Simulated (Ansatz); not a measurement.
**BH4+ (quintet): the correlation ladder, cc-pVDZ**

Aim: climb from Hartree-Fock through coupled cluster and multireference methods for BH4+ (quintet) at one geometry and basis, and see what each rung misses.

The runs use Ansatz 0.2.0, Gaussian basis; cc-pVDZ, core rule «outside noble gas», up to 1 orbitals frozen.

To be run: UHF; CCSD(T) on ROHF; CCSD(T) on UHF; BCCD(T) on ROHF; CISD; CCSDT(Q) on ROHF; CCSDT(Q) on UHF; CASSCF and MRCISD+Q, 6 electrons in 8 orbitals; CASSCF and NEVPT2, 6 electrons in 8 orbitals.

13 further runs of the same task are left out: 5 that didn't finish, 8 set aside as unsound or not needed.

**1. The system**

The geometry is a PBE0/def2-TZVP stationary point (not a proven minimum) of the parent state, kept for this charge and spin.

5 atoms, charge 1, spin multiplicity 5.

Atoms are counted from 1 here; the program's logs count them from 0.

Bond lengths: B1–H2 1.256 Å, B1–H3 1.256 Å, B1–H4 1.256 Å, B1–H5 1.256 Å. Angles: H2–B1–H3 65.3°, H2–B1–H4 135.2°, H2–B1–H5 135.2°, H3–B1–H4 135.2°, H3–B1–H5 135.2°, H4–B1–H5 65.3°.

**2. UHF**

in.yaml

```yaml
crystal:
  periodic: [false, false, false]
  atoms:
    - {symbol: B, position_ang: [0.000000, 0.000000, 0.000000]}
    - {symbol: H, position_ang: [0.472475, 0.486295, 1.057304]}
    - {symbol: H, position_ang: [-0.485791, -0.470884, 1.058245]}
    - {symbol: H, position_ang: [-0.471913, 0.471402, -1.064277]}
    - {symbol: H, position_ang: [0.485229, -0.486813, -1.051272]}
basis:
  gaussian: {orbitals: cc-pVDZ}
total_charge: 1
magnetization: {spin_polarized: true, initial_magnetization: 4}
hamiltonian: {xc: hf}
output: {orbitals: {seedname: orbitals}}
```

Run with:

```bash
ansatz run in.yaml --threads 1 --pin off --events-out ev --progress --plain --max-ram 2393MiB
```

Further steps of the session: CCSD(T) on ROHF; CCSD(T) on UHF; BCCD(T) on ROHF; CISD; CCSDT(Q) on ROHF; CCSDT(Q) on UHF; CASSCF and MRCISD+Q, 6 electrons in 8 orbitals; CASSCF and NEVPT2, 6 electrons in 8 orbitals.

Before running them: what should the planned runs give, taken together? Wanted: UCCSDT(Q) below the RHF energy; RMP2 from UCCSDT(Q); UMP2 from UCCSDT(Q); RCCSD from UCCSDT(Q); RCCSD(T) from UCCSDT(Q); UCCSD(T) from UCCSDT(Q); RCCSDT(Q) from UCCSDT(Q); NEVPT2 valence from UCCSDT(Q); MRCISD+Q valence from UCCSDT(Q).

The runs gave:

```
                         quantity                                                            value
   UCCSDT(Q) below the RHF energy                                                       -3.0106 eV
              RMP2 from UCCSDT(Q)                                                       +891.6 meV
              UMP2 from UCCSDT(Q)                                                       +915.4 meV
             RCCSD from UCCSDT(Q)                                                       +173.2 meV
          RCCSD(T) from UCCSDT(Q)                                                        +41.6 meV
          UCCSD(T) from UCCSDT(Q)                                                        +41.0 meV
         RCCSDT(Q) from UCCSDT(Q)                                                         +0.3 meV
    NEVPT2 valence from UCCSDT(Q)                                                       +346.1 meV
  MRCISD+Q valence from UCCSDT(Q)                                                         +3.6 meV
levels within 1 kcal/mol (43 meV)  RCCSD(T), UCCSD(T), RCCSDT, UCCSDT, RCCSDT(Q), MRCISD+Q valence
                    T1 diagnostic                                                            0.020
   effectively unpaired electrons                                                             4.04
```

What this shows: RCCSD(T) misses by +41.6 meV, 1.4 % of the correlation energy. One determinant dominates. Of the multireference levels listed MRCISD+Q valence comes nearest in total energy (+3.6 meV), which doesn't show that its space is the better one. Coupled cluster took another determinant than the lowest Hartree-Fock one. These misses are within one basis, not against nature; the frozen cores of restricted and unrestricted runs differ, which can shift their rows.
